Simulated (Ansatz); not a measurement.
# Bismuth, A7 rhombohedral: convergence with Methfessel-Paxton smearing

Computed with Ansatz, PBE, scalar-relativistic PAW, on the relaxed cell (a = 4.585 Å, c = 12.140 Å (c/a = 2.648); spin not included). Errors count from a run at 420 eV on a Γ-centred 14×14×14 mesh with Fermi-Dirac smearing of 0.1 eV, extrapolated to zero width. Fixed here: cutoff 420 eV, mesh 8×8×8. The SCF starts from atomic densities corrected by a trained network.

| width (eV) | E(σ→0) error (meV/atom) | F error (meV/atom) | P (GPa) | SCF iterations |
| --- | --- | --- | --- | --- |
| 0.01 | -5.3 | -5.3 | -0.02 | 6 |
| 0.03 | -5.3 | -5.3 | -0.01 | 5 |
| 0.1 | -5.4 | -5.4 | -0.02 | 5 |
| 0.2 | -5.5 | -5.4 | -0.02 | 6 |
| 0.3 | -5.7 | -5.0 | -0.02 | 5 |
| 0.6 | -3.5 | 3.8 | -0.09 | 7 |

Problem. What does the run at 1.0 give (width)?

Solution. E(σ→0) error (meV/atom): 11.5; F error (meV/atom): 28.0; P (GPa): -0.21; SCF iterations: 7.
